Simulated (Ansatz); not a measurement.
Ideal-gas functions of H$_{4}$N$_{2}$Si (`N[Si]N`) at 500 K and 1 bar, from an Ansatz frequency run at PBE0-D4/def2-TZVP.

Molar mass 60.13 g/mol, point group C2v (symmetry number 2), electronic degeneracy 1, moments of inertia 21.789, 62.153, 83.942 u Å². Harmonic wavenumbers (cm⁻¹, unscaled): 304, 362, 393, 438, 528, 693, 786, 857, 892, 1570, 1594, 3575, 3580, 3693, 3695.

Use S(trans) = R[1.5 ln M + 2.5 ln T − 1.1517]; rotational temperatures θ = 24.2544 K / I; S(rot) = R[ln(√π/σ · √(T³/θAθBθC)) + 1.5]; for each mode x = 1.438777 ν̃/T, S = R[x/(eˣ − 1) − ln(1 − e⁻ˣ)] and H = RT x/(eˣ − 1); 1 cm⁻¹ = 0.0119627 kJ/mol; R = 8.31446 J/(mol·K).

Q: By hand: the entropy, in J/(mol·K).

A: Translation 170.7. Rotation: θ = 1.1131, 0.3902, 0.2889 K, giving 97.6. Vibration, mode by mode: 9.69, 8.34, 7.72, 6.92, 5.59, 3.83, 3.10, 2.64, 2.44, 0.51, 0.48, 0.00, 0.00, 0.00, 0.00, in all 51.3. Electronic 0.0. Sum 319.6 J/(mol·K).

Q: By hand: H − E and G − E in kJ/mol, counted from the electronic energy.

A: Zero-point energy ½ × 22960 × 0.0119627 = 137.3; thermal vibration 15.7; translation, rotation and pV give 4 RT = 16.6. H − E = 169.6 kJ/mol, and G − E = 169.6 − 500 × 319.6/1000 = 9.8 kJ/mol.

Vibration gives 16 % of the entropy. The sum counts one conformer and one mirror image; others add a mixing term.
